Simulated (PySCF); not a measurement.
# Working out the ionisation energy of Al

Al [Ne] 3s2 3p1 (2P) → Al⁺ [Ne] 3s2 (1S). Computed with PySCF 2.14 in dyall-av2z (13s9p2d, 50 functions), with no relativity, point nucleus. Frozen: [Ne]; the 15 highest virtual orbitals dropped. Energies in hartree (1 hartree = 27.21139 eV):

```
            part   Al (lower)  Al⁺ (upper)
             UHF  -241.874174  -241.668739
CCSD correlation    -0.048421    -0.038927
             (T)    -0.000826     0.000000
```

Question: What does Hartree-Fock give?

Answer: (-241.668739) − (-241.874174) = 0.205435 hartree = 5.590 eV.

Question: What do CCSD and CCSD(T) give?

Answer: The CCSD correlation energies differ by 0.009494 hartree = 0.258 eV and the triples by 0.000826 hartree = 0.022 eV, so CCSD gives 5.848 eV and CCSD(T) 5.870 eV.

Measured between the centres of the two terms (NIST): 5.977 eV, so CCSD(T) (valence) is off by -0.107 eV.

A double-zeta basis recovers only part of the correlation energy.

What remains against the reference includes basis incompleteness, the frozen core and higher excitations.
